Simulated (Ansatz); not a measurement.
Steps of a relaxation of C₂F₂S, SMILES `FC1=C(F)S1` with RKS PBE0-D4/def2-TZVP.

```sh
$ ansatz run in.yaml --threads 2 --pin off --events-out ev --progress --plain --max-ram 4352MiB
```

```yaml
crystal:
  periodic: [false, false, false]
  atoms:
    - {symbol: F, position_ang: [0.443081, -0.149492, 1.873098]}
    - {symbol: C, position_ang: [0.187249, 0.082090, 0.614963]}
    - {symbol: C, position_ang: [-0.194408, -0.304107, -0.559684]}
    - {symbol: F, position_ang: [-0.613580, -1.219893, -1.389315]}
    - {symbol: S, position_ang: [0.227558, 1.517703, -0.580462]}
basis:
  gaussian: {orbitals: def2-TZVP}
hamiltonian: {xc: pbe0, dispersion: d4}
relax: {f_tol: 0.005, max_steps: 150}
```

Positions (Å) and forces (eV/Å) along the path, 5 of 5 steps:

```xyz
5
step=1 energy=-18331.2705 eV
F     0.443   -0.149    1.873   -0.148    0.116   -0.716
C     0.187    0.082    0.615   -0.322   -0.116   -1.169
C    -0.194   -0.304   -0.560    0.387    0.599    0.975
F    -0.614   -1.220   -1.389    0.243    0.520    0.496
S     0.228    1.518   -0.580   -0.159   -1.118    0.414
5
step=2 energy=-18331.3174 eV
F     0.438   -0.150    1.855   -0.048    0.051   -0.247
C     0.185    0.081    0.606   -0.034    0.133   -0.246
C    -0.191   -0.299   -0.552    0.088    0.258    0.095
F    -0.607   -1.210   -1.374    0.084    0.187    0.166
S     0.226    1.504   -0.576   -0.090   -0.629    0.232
5
step=3 energy=-18331.3272 eV
F     0.438   -0.146    1.847    0.009    0.005    0.029
C     0.184    0.083    0.602   -0.001    0.005    0.005
C    -0.190   -0.296   -0.551    0.004    0.014   -0.009
F    -0.605   -1.202   -1.371   -0.011   -0.016   -0.025
S     0.223    1.486   -0.569   -0.002   -0.008    0.001
5
step=4 energy=-18331.3272 eV
F     0.438   -0.145    1.848    0.003    0.006    0.003
C     0.184    0.083    0.603   -0.005   -0.011   -0.002
C    -0.190   -0.296   -0.551    0.005    0.003    0.006
F    -0.605   -1.202   -1.372   -0.002    0.001   -0.005
S     0.223    1.486   -0.569    0.000    0.000   -0.002
5
step=5 energy=-18331.3273 eV
F     0.439   -0.144    1.849    0.000   -0.003    0.002
C     0.184    0.082    0.603    0.000    0.003   -0.002
C    -0.190   -0.296   -0.551    0.001    0.004   -0.001
F    -0.605   -1.201   -1.374   -0.001   -0.004    0.000
S     0.223    1.485   -0.569    0.000   -0.001    0.000
```

It took 17 s on 2 threads of an Arm Neoverse V1 on a shared host, with 0.31 GiB of host memory at the peak.
